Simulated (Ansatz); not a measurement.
**CH3Si− (SMILES C=[SiH-]): one structure at several levels**

The atoms stand at a structure displaced at random from a GFN2-xTB minimum. How far do the functionals agree with CCSD(T) there?

The runs use Ansatz 0.2.0, Gaussian basis; single points in def2-TZVPPD.

Cores are frozen in the correlated methods.

## 1. The system as given

5 atoms, charge -1, spin multiplicity 1.

Atoms are counted from 1 here; the program's logs count them from 0.

Bond lengths: C1–Si2 1.755 Å, C1–H3 1.050 Å, C1–H4 1.129 Å, Si2–H5 1.541 Å. Angles: Si2–C1–H3 130.2°, Si2–C1–H4 120.0°, H3–C1–H4 109.7°, C1–Si2–H5 103.9°.

Coordinates:

```xyz
5
charge -1, multiplicity 1
C    -0.26810   -0.50430   -0.01160
Si    0.79800    0.71130   -0.69500
H    -0.79030   -0.51340    0.89950
H    -0.43370   -1.48070   -0.55450
H     0.79750    1.83700    0.35750
```

## 2. CCSD(T)/def2-TZVPPD

Contents of run/in.yaml:

```yaml
crystal:
  periodic: [false, false, false]
  atoms:
    - {symbol: C, position_ang: [-0.268100, -0.504300, -0.011600]}
    - {symbol: Si, position_ang: [0.798000, 0.711300, -0.695000]}
    - {symbol: H, position_ang: [-0.790300, -0.513400, 0.899500]}
    - {symbol: H, position_ang: [-0.433700, -1.480700, -0.554500]}
    - {symbol: H, position_ang: [0.797500, 1.837000, 0.357500]}
basis:
  gaussian: {orbitals: "def2-TZVPPD.json"}
total_charge: -1
correlation: {method: ccsd_t}
output: {forces: true}
```

The basis file named in the input lies beside it (Basis Set Exchange, JSON).

The command line of these runs was not kept.

## 3. PBE0-D4/def2-TZVPPD

Changes to run/in.yaml since step 2:

```diff
@@ -11,3 +11,3 @@
 total_charge: -1
-correlation: {method: ccsd_t}
-output: {forces: true}
+hamiltonian: {xc: pbe0, dispersion: d4}
+output: {forces: true, orbitals: {seedname: orbitals}}
```

## 4. wB97M-V/def2-TZVPPD

Changes to run/in.yaml since step 3:

```diff
@@ -11,3 +11,3 @@
 total_charge: -1
-hamiltonian: {xc: pbe0, dispersion: d4}
-output: {forces: true, orbitals: {seedname: orbitals}}
+hamiltonian: {xc: {name: wB97M-V}}
+output: {forces: true}
```

## 5. r2SCAN-D4/def2-TZVPPD

Changes to run/in.yaml since step 4:

```diff
@@ -11,3 +11,3 @@
 total_charge: -1
-hamiltonian: {xc: {name: wB97M-V}}
+hamiltonian: {xc: r2scan, dispersion: d4}
 output: {forces: true}
```

## 6. PBE-D4/def2-TZVPPD

Changes to run/in.yaml since step 5:

```diff
@@ -11,3 +11,3 @@
 total_charge: -1
-hamiltonian: {xc: r2scan, dispersion: d4}
+hamiltonian: {xc: pbe, dispersion: d4}
 output: {forces: true}
```

## 7. r2SCANh-D4/def2-TZVPPD

Changes to run/in.yaml since step 6:

```diff
@@ -11,3 +11,3 @@
 total_charge: -1
-hamiltonian: {xc: pbe, dispersion: d4}
+hamiltonian: {xc: {name: r2SCANh}, dispersion: d4}
 output: {forces: true}
```

## 8. revPBE-D4/def2-TZVPPD

Changes to run/in.yaml since step 7:

```diff
@@ -11,3 +11,3 @@
 total_charge: -1
-hamiltonian: {xc: {name: r2SCANh}, dispersion: d4}
+hamiltonian: {xc: {name: revPBE}, dispersion: d4}
 output: {forces: true}
```

(Steps that only read results are left out.)

What does the calculation give? Wanted: RMS force component; RMS force error; HOMO and LUMO, PBE0-D4; T1 diagnostic.

The runs gave:

```
              quantity                                                                                                value
   RMS force component                                                                 0.705 to 0.770 eV/Å over the methods
       RMS force error  PBE0-D4 0.171, wB97M-V 0.208, r2SCAN-D4 0.140, PBE-D4 0.148, r2SCANh-D4 0.164, revPBE-D4 0.155 eV/Å
HOMO and LUMO, PBE0-D4                                                                                    -0.17 and 4.41 eV
         T1 diagnostic                                                                                                0.016
```

**Reading.** For forces r2SCAN-D4 does best and wB97M-V worst. Frozen-core CCSD(T) forces in triple zeta carry basis errors of their own, and this is one geometry, so small gaps rank nothing. The restricted Hartree–Fock reference is unstable towards an unrestricted one at one or more of these structures.
